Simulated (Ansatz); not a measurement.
One change: `C/C(F)=C(/C)Cl` becomes `C/C(F)=C(/C)F`.

Ansatz, PBE0-D4/def2-TZVP geometries, multiplicity 1. 

```csv
property,`C/C(F)=C(/C)Cl`
size of the dipole moment (ωB97M-V/def2-TZVPP) / D,0.37
LUMO energy (PBE/def2-TZVPP) / eV,-0.61
HOMO energy (PBE/def2-TZVPP) / eV,-5.60
size of the dipole moment (PBE/def2-TZVPP) / D,0.35
LUMO energy (B3LYP/def2-TZVPP) / eV,0.13
HOMO energy (PBE0/def2-TZVPP) / eV,-6.81
```

**Question.** What does the change do to each property? (Estimate.)

**Answer.** Ansatz gave: 
```json
{"property": "size of the dipole moment (ωB97M-V/def2-TZVPP) / D", "`C/C(F)=C(/C)F`": "0.00", "shift": "-0.37"}
{"property": "LUMO energy (PBE/def2-TZVPP) / eV", "`C/C(F)=C(/C)F`": "-0.19", "shift": "0.42"}
{"property": "HOMO energy (PBE/def2-TZVPP) / eV", "`C/C(F)=C(/C)F`": "-5.47", "shift": "0.13"}
{"property": "size of the dipole moment (PBE/def2-TZVPP) / D", "`C/C(F)=C(/C)F`": "0.00", "shift": "-0.35"}
{"property": "LUMO energy (B3LYP/def2-TZVPP) / eV", "`C/C(F)=C(/C)F`": "0.53", "shift": "0.40"}
{"property": "HOMO energy (PBE0/def2-TZVPP) / eV", "`C/C(F)=C(/C)F`": "-6.75", "shift": "0.06"}
```

With PBE0 the HOMO rises by 0.06 eV and the LUMO rises by 0.44 eV, so the gap widens by about 0.38 eV. PBE moves the HOMO by 0.13 eV and ωB97M-V by 0.00 eV.

B3LYP here is the variant with VWN-RPA as its local correlation; programs differ in this.
